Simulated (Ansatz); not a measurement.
**AlPH (sextet): the correlation ladder, def2-TZVPP**

An exercise on one series of results from a longer session: the logs are not shown, and one member is left open.

Program: Ansatz 0.2.0, Gaussian basis. Level of theory: def2-TZVPP, core rule «outside noble gas», up to 10 orbitals frozen. These are calculated values, not measurements.

The runs, in order: UHF; ROHF; CCSD(T) on UHF.

## The system

The geometry is a PBE0/def2-TZVP stationary point (not a proven minimum) of the parent state, kept for this charge and spin.

3 atoms, charge 0, spin multiplicity 6.

Atoms are counted from 1 here; the program's logs count them from 0.

Bond lengths: Al1–P2 2.392 Å, P2–H3 1.430 Å. Angles: Al1–P2–H3 98.4°.

Set-up of the first run:

Contents of in.yaml:

```yaml
crystal:
  periodic: [false, false, false]
  atoms:
    - {symbol: Al, position_ang: [0.000000, 0.034843, 1.300562]}
    - {symbol: P, position_ang: [0.000000, -0.073644, -1.088657]}
    - {symbol: H, position_ang: [0.000000, 1.330368, -1.360548]}
basis:
  gaussian: {orbitals: def2-TZVPP}
magnetization: {spin_polarized: true, initial_magnetization: 5}
hamiltonian: {xc: hf}
output: {orbitals: {seedname: orbitals}}
```

Run with:

```bash
ansatz run in.yaml --threads 1 --pin off --events-out ev --progress --plain --max-ram 2816MiB --backend cpu
```

Steps of the session up to this table: UHF; ROHF; CCSD(T) on UHF.

One of the session's tables, all rows but one given; the rest of the session is left out.

```
  method  from UCCSD(T) (kJ/mol)
    ROHF                  +445.9
     UHF                  +431.5
    UMP2                   +93.6
   UCCSD                       ?
UCCSD(T)                       0
```

**Question.** Estimate the row for UCCSD.

As computed: from UCCSD(T) (kJ/mol): +16.5. In the column «from UCCSD(T) (kJ/mol)» it lies between UCCSD(T) (0) and UMP2 (+93.6).
